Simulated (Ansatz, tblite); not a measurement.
Isomers of S3⁺ (doublet), found by a short tight-binding search and relaxed with PBE-D4/def2-TZVP in Ansatz.

The xTB rows come from tblite. HSE06 is defined as in plane-wave codes, on full-range PBE exchange.

Run but left out: HF/def2-TZVPP, MP2/def2-TZVPP, CCSD/def2-TZVPP, CCSD(T)/def2-TZVPP (A: ⟨S²⟩ 1.51, where a pure state has 0.75).

Other spin states were run for one of them alone.

A:

Cartesian coordinates in Å:
```
S -1.086 -0.955 0.998
S 0.302 0.181 0.371
S 0.785 0.774 -1.369
```

B:

```csv
atom,x (Å),y (Å),z (Å)
S1,0.811,-0.868,-0.313
S2,0.068,0.995,-0.535
S3,-0.879,-0.127,0.848
```

**Question.** Estimate their order by electronic energy at PBE0-D4/def2-TZVP, counted from the lowest.

**Answer.** B (0.00) < A (0.52), in eV.

**Question.** Do the other levels pick the same lowest one?

**Answer.** All that were run do. Energies above each level's lowest (eV):

| level | A | B |
| --- | --- | --- |
| GFN1-xTB | 0.63 | 0.00 |
| GFN2-xTB | 0.26 | 0.00 |
| PBE-D4/def2-TZVP | 0.22 | 0.00 |
| BLYP-D4/def2-TZVP | 0.09 | 0.00 |
| r2SCAN-D4/def2-TZVP | 0.22 | 0.00 |
| PBE0-D4/def2-TZVP | 0.52 | 0.00 |
| HSE06-D4/def2-TZVP | 0.50 | 0.00 |
Point groups (tolerance 0.1 Å): A C2v, B C2v. Lower isomers may exist.
